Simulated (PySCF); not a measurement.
# singlet O2F+ at 5 levels

Wanted: a comparison of 5 runs (B3LYP/def2-TZVPPD, BHLYP/def2-TZVPPD, SVWN5/def2-TZVPPD, revPBE/def2-TZVPPD, CCSD(T)/def2-TZVPPD) of singlet O2F+. Input form: a Python script.

The calculation is run with PySCF 2.14.0.

1 further run of the same task is left out (set aside as unsound or not needed).

## 1. The structure to begin with

The species is O2F+ (3 atoms), meant as a singlet with charge +1. SMILES of the parent species: `[O]OF`. The coordinates come from a PBE0-D4/def2-TZVP relaxation. That shape belongs to the parent species and isn't relaxed for this state.

Bond lengths: O1–O2 1.181 Å. A long bond or contact: O2–F3 1.573 Å.

## 2. A single-point energy at B3LYP/def2-TZVPPD (run 1)

The input, start.xyz:

```xyz
3
FO2
O      0.933400    -0.295440     0.482240
O      0.133270     0.497870     0.127930
F     -1.066650    -0.202430    -0.610160
```

The input, calc.py:

```python
from pyscf import gto, dft

mol = gto.M(
    atom='start.xyz',
    charge=1,
    basis='def2-tzvppd',
    max_memory=1860,
    verbose=3,
)

mf = dft.RKS(mol, xc='b3lyp')
mf.grids.level = 5
mf.conv_tol = 1e-10
mf.kernel()
if not mf.converged:
    mf = mf.newton().run(mf.mo_coeff, mf.mo_occ)

energy = mf.e_tot
print(f'total energy: {energy:.8f} hartree')
```

Launch:

```
OMP_NUM_THREADS=1 python calc.py
```

Log:

```text
converged SCF energy = -249.701734984064
total energy: -249.70173498 hartree
```

Wall time 14 s (1 thread of Arm Neoverse V2, shared host); peak memory 0.64 GiB.

## 3. A single-point energy at BHLYP/def2-TZVPPD (run 2)

The input, calc.py:

```python
from pyscf import gto, dft

mol = gto.M(
    atom='''
O    0.933400  -0.295440   0.482240
O    0.133270   0.497870   0.127930
F   -1.066650  -0.202430  -0.610160
''',
    spin=0,
    charge=1,
    basis='def2-tzvppd',
    verbose=3,
    max_memory=1860,
)

mf = dft.RKS(mol, xc='bhandhlyp')
mf.grids.level = 5
mf.conv_tol = 1e-10
mf.kernel()
if not mf.converged:
    mf = mf.newton().run(mf.mo_coeff, mf.mo_occ)

e_final = mf.e_tot
print('Final energy', e_final)
```

Launch:

```
OMP_NUM_THREADS=1 python calc.py
```

Log:

```text
converged SCF energy = -249.546852656791
Final energy -249.546852656791
```

It took 15 s on 1 thread of Arm Neoverse V2, shared host; peak memory 0.64 GiB.

Runs 3 to 4 aren't shown in full; the table further down has their settings and results.

## 4. The energy at CCSD(T)/def2-TZVPPD (run 5)

The input, input.py:

```python
from pyscf import gto, scf, cc

mol = gto.Mole()
mol.atom = [
    ('O', (0.933400, -0.295440, 0.482240)),
    ('O', (0.133270, 0.497870, 0.127930)),
    ('F', (-1.066650, -0.202430, -0.610160)),
]
mol.verbose = 4
mol.max_memory = 1860
mol.charge = 1
mol.basis = 'def2-tzvppd'
mol.build()

mf = scf.RHF(mol)
mf.conv_tol = 1e-10
mf.kernel()
if not mf.converged:
    mf = mf.newton().run(mf.mo_coeff, mf.mo_occ)

mycc = cc.CCSD(mf, frozen=3)
mycc.kernel()
e_t = mycc.ccsd_t()
energy = mycc.e_tot + e_t
print('Final energy', energy)
```

Launch:

```
OMP_NUM_THREADS=1 python input.py
```

Log:

```text
PySCF version 2.14.0

[INPUT] num. atoms = 3
[INPUT] num. electrons = 24
[INPUT] charge = 1
[INPUT] spin (= nelec alpha-beta = 2S) = 0
[INPUT] symmetry False subgroup None
[INPUT] Mole.unit = angstrom
[INPUT] Symbol           X                Y                Z      unit          X                Y                Z       unit  Magmom
[INPUT]  1 O      0.933400000000  -0.295440000000   0.482240000000 AA    1.763870364669  -0.558300686242   0.911301526310 Bohr   0.0
[INPUT]  2 O      0.133270000000   0.497870000000   0.127930000000 AA    0.251843800621   0.940837945637   0.241752663116 Bohr   0.0
[INPUT]  3 F     -1.066650000000  -0.202430000000  -0.610160000000 AA   -2.015676370767  -0.382537259396  -1.153035292165 Bohr   0.0

[... 60 lines left out ...]
converged SCF energy = -248.51872203926
[... 12 lines left out ...]
Init t2, MP2 energy = -249.274008971231  E_corr(MP2) -0.755286931971673
[... 22 lines left out ...]
CCSD converged
[... 2 lines left out ...]
Final energy -249.32849386871305
```

It took 1.8 min on 1 thread of Arm Neoverse V2, shared host; peak memory 1.7 GiB.

## 5. All runs side by side

```csv
run,level,integration grid,frozen core orbitals,energy (Eh),HOMO energy (eV),LUMO energy (eV),HOMO–LUMO gap (eV),wall time
1,B3LYP/def2-TZVPPD,5,–,-249.701735,-20.63,-16.61,4.02,14 s
2,BHLYP/def2-TZVPPD,5,–,-249.546853,-22.42,-14.74,7.68,15 s
3,SVWN5/def2-TZVPPD,5,–,-248.059745,-18.95,-17.48,1.46,9.9 s
4,revPBE/def2-TZVPPD,5,–,-249.684104,-18.66,-17.12,1.54,13 s
5,CCSD(T)/def2-TZVPPD,–,3,-249.328494,-24.81,-10.36,14.44,1.8 min
```

## 6. Results

```
                                          quantity          value
                               run 5: total energy  -249.32849 Eh
        run 5: HOMO energy (Hartree–Fock orbitals)      -24.81 eV
        run 5: LUMO energy (Hartree–Fock orbitals)      -10.36 eV
      run 5: HOMO–LUMO gap (Hartree–Fock orbitals)       14.44 eV
run 5: correlation energy (3 core orbitals frozen)     -809.8 mEh
                             run 5: (T) correction     -48.50 mEh
                              run 5: T1 diagnostic          0.054
```

In words: Over runs 1, 2, 3, 4 the HOMO–LUMO gap runs from 1.46 eV (SVWN5/def2-TZVPPD) to 7.68 eV (BHLYP/def2-TZVPPD). Totals of different functionals can't be ranked against each other. In run 5 the T1 diagnostic is large, so a single reference may not serve. All runs together took 2.7 min, the longest 1.8 min.
